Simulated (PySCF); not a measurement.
# FCI/STO-6G run of BH2Cl (SMILES BCl)

Aim: the vertical singlet–triplet gap of BH2Cl at FCI/STO-6G, from 2 runs. 

The calculation is run with PySCF 2.14.0.

8 further runs of the same task are left out: 8 set aside as unsound or not needed.

## (1) The molecule

The species is BH2Cl (4 atoms), meant as a singlet with charge 0. As SMILES, `BCl`. Geometry: relaxed at PBE0-D4/def2-TZVP.

Bond lengths: B1–Cl2 1.733 Å, B1–H3 1.190 Å, B1–H4 1.190 Å. Angles: Cl2–B1–H3 118.1°, Cl2–B1–H4 118.1°, H3–B1–H4 123.7°.

## (2) The energy at FCI/STO-6G

Input file calc.py:

```python
from pyscf import gto, mcscf
from pyscf import fci

mol = gto.M(
    atom='''
B     -0.116700     0.021700    -0.075300
Cl     1.365000    -0.395300     0.721200
H     -1.106200    -0.559500     0.240400
H     -0.086600     0.872800    -0.906600
''',
    verbose=3,
    spin=0,
    max_memory=1860,
    basis='sto-6g',
)

calc0 = mol.RHF()
calc0.conv_tol = 1e-10
calc0.kernel()
if not calc0.converged:
    calc0 = calc0.newton().run(calc0.mo_coeff, calc0.mo_occ)

cas = mcscf.CASCI(calc0, calc0.mo_coeff.shape[-1] - 6, (mol.nelec[0] - 6, mol.nelec[1] - 6))  # full CI above the frozen core
cas.fcisolver = fci.direct_spin0.FCI(mol)  # even spin states alone
cas.kernel()
print('<S^2> = %.4f' % cas.fcisolver.spin_square(cas.ci, cas.ncas, cas.nelecas)[0])
energy = cas.e_tot
print('Final energy', energy)
```

The run is started by

```bash
OMP_NUM_THREADS=1 python calc.py
```

Standard output:

```text
converged SCF energy = -483.791962626822
CASCI E = -483.853585827460  E(CI) = -30.7163091000189  S^2 = 0.0000000
<S^2> = 0.0000
Final energy -483.85358582746
```

Run time: 1.2 s. Hardware: 1 thread of Arm Neoverse V1, shared host; peak memory 0.12 GiB.

## (3) The triplet

Input file calc.py:

```python
from pyscf import gto, scf, mcscf

mol = gto.Mole()
mol.atom = '''
B     -0.220531     0.041007    -0.142296
Cl     2.579476    -0.747009     1.362870
H     -2.090415    -1.057302     0.454290
H     -0.163650     1.649353    -1.713226
'''
mol.spin = 2
mol.basis = 'sto-6g'
mol.verbose = 3
mol.max_memory = 1860
mol.unit = 'bohr'
mol.build()

myscf = scf.ROHF(mol)
myscf.conv_tol = 1e-10
myscf.kernel()
if not myscf.converged:
    myscf = myscf.newton().run(myscf.mo_coeff, myscf.mo_occ)

cas = mcscf.CASCI(myscf, myscf.mo_coeff.shape[-1] - 6, (mol.nelec[0] - 6, mol.nelec[1] - 6))  # full CI above the frozen core
cas.fix_spin_(ss=2.0)
cas.kernel()
e_final = cas.e_tot
print('Final energy', e_final)
```

The run is started by

```bash
OMP_NUM_THREADS=1 python calc.py
```

Standard output:

```text
converged SCF energy = -483.563655850649
CASCI E = -483.628072411095  E(CI) = -30.4903797443790  S^2 = 2.0000000
Final energy -483.62807241109516
```

It took 1.3 s on 1 thread of Arm Neoverse V1, shared host; peak memory 0.12 GiB.

## (4) Summary of results

At FCI/STO-6G, 6 core orbitals frozen:

| quantity | value |
| --- | --- |
| singlet: total energy | -483.85359 Eh |
| singlet: dipole moment (Hartree–Fock density) | 1.51 D |
| singlet: HOMO energy (Hartree–Fock orbitals) | -10.69 eV |
| singlet: LUMO energy (Hartree–Fock orbitals) | 5.48 eV |
| singlet: HOMO–LUMO gap (Hartree–Fock orbitals) | 16.17 eV |
| singlet: correlation energy (6 core orbitals frozen) | -61.6 mEh |
| triplet: total energy | -483.62807 Eh |
| triplet: dipole moment (Hartree–Fock density) | 1.37 D |
| triplet: correlation energy (6 core orbitals frozen) | -64.4 mEh |
| vertical energy of the triplet above the singlet | 6.137 eV |

What this shows: At this shape the triplet lies 6.14 eV (592 kJ/mol) above the singlet. In a minimal basis such a difference can be off by several eV, whatever the method. Mulliken charges (singlet) of the mean-field density run from -0.22 on Cl2 to +0.30 on B1; they depend strongly on the basis.
